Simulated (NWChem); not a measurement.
propane (C$_{3}$H$_{8}$); SMILES CCC

Results from NWChem. Coordinates come from a B3LYP/6-31G* (spherical d) optimisation. Solvent water, SMD (1 M gas to 1 M solution), gas-phase geometry.

```tsv
level	basis functions	solvation free energy (kcal/mol)	cavity-dispersion-structure term (kcal/mol)	dipole in solution (D)	relative time
PBE0/STO-3G	23	1.8	2.5	0.02	1
PBE0/def2-SVP	82	2.0	2.5	0.06	3
PBE0/def2-SVPD	124	1.9	2.5	0.11	7
PBE0/def2-TZVP	141	1.7	2.5	0.10	10
PBE0/def2-TZVPD	183	1.7	2.5	0.11	10
PBE0/def2-TZVPP	205	1.7	2.5	0.10	10
```

Times are rough ratios from one shared machine.
